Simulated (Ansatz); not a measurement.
Cost and result up the ladder for SiFH3 (SiH₃F) (5 atoms). Charge 0, multiplicity 1. Geometry: PBE0-D4/def2-TZVP.

```xyz
5

Si   -0.031   -0.018    0.019
F     1.192    0.683   -0.738
H     0.325   -0.156    1.451
H    -0.257   -1.348   -0.592
H    -1.230    0.839   -0.139
```

Ansatz on 4 threads of Intel Xeon on a shared host. Times are rough, and most runs start from the orbitals of an earlier one. ωB97M-V/def2-TZVP serves as the yardstick here, not as an exact answer. Differences are given only for rows in sets of like size (and for xTB, whose basis is part of the method), since another set adds its own error. Binding counts from free atoms at the same level (Si triplet, F doublet, H doublet; other spins of the atoms weren't run), without zero-point energy or a counterpoise term.

B3LYP takes the VWN-RPA correlation. HSE06 is defined as in plane-wave codes, on full-range PBE exchange. Correlated methods freeze 6 core orbitals.

Correlated methods converge slowly with the basis.

```json
{"level": "HF/STO-3G", "functions": "17", "wall time": "0.36 s", "binding energy per atom (eV)": "2.90", "difference from ωB97M-V/def2-TZVP (eV)": "–"}
{"level": "PBE-D4/def2-SVP", "functions": "47", "wall time": "0.93 s", "binding energy per atom (eV)": "3.20", "difference from ωB97M-V/def2-TZVP (eV)": "–"}
{"level": "LDA (SPW92)/def2-TZVP", "functions": "86", "wall time": "1.2 s", "binding energy per atom (eV)": "3.62", "difference from ωB97M-V/def2-TZVP (eV)": "0.33"}
{"level": "PBE-D4/def2-TZVP", "functions": "86", "wall time": "1.4 s", "binding energy per atom (eV)": "3.24", "difference from ωB97M-V/def2-TZVP (eV)": "-0.05"}
{"level": "PBE0-D4/def2-SVP", "functions": "47", "wall time": "1.4 s", "binding energy per atom (eV)": "3.16", "difference from ωB97M-V/def2-TZVP (eV)": "–"}
{"level": "MP2/def2-TZVP", "functions": "86", "wall time": "1.4 s", "binding energy per atom (eV)": "3.21", "difference from ωB97M-V/def2-TZVP (eV)": "-0.09"}
{"level": "BLYP-D4/def2-TZVP", "functions": "86", "wall time": "1.5 s", "binding energy per atom (eV)": "3.27", "difference from ωB97M-V/def2-TZVP (eV)": "-0.03"}
{"level": "B3LYP-D4/def2-TZVP", "functions": "86", "wall time": "1.8 s", "binding energy per atom (eV)": "3.29", "difference from ωB97M-V/def2-TZVP (eV)": "-0.01"}
{"level": "PBE0-D4/def2-TZVP", "functions": "86", "wall time": "1.9 s", "binding energy per atom (eV)": "3.22", "difference from ωB97M-V/def2-TZVP (eV)": "-0.08"}
{"level": "HSE06-D4/def2-TZVP", "functions": "86", "wall time": "2.2 s", "binding energy per atom (eV)": "3.22", "difference from ωB97M-V/def2-TZVP (eV)": "-0.08"}
{"level": "r2SCAN-D4/def2-TZVP (with forces)", "functions": "86", "wall time": "2.8 s", "binding energy per atom (eV)": "3.28", "difference from ωB97M-V/def2-TZVP (eV)": "-0.02"}
{"level": "ωB97X-V/def2-TZVP", "functions": "86", "wall time": "3 s", "binding energy per atom (eV)": "3.31", "difference from ωB97M-V/def2-TZVP (eV)": "0.02"}
{"level": "ωB97M-V/def2-TZVP", "functions": "86", "wall time": "3.5 s", "binding energy per atom (eV)": "3.30", "difference from ωB97M-V/def2-TZVP (eV)": "0.00"}
{"level": "CCSD(T)/def2-TZVPP", "functions": "115", "wall time": "7.5 s", "binding energy per atom (eV)": "3.24", "difference from ωB97M-V/def2-TZVP (eV)": "-0.06"}
```
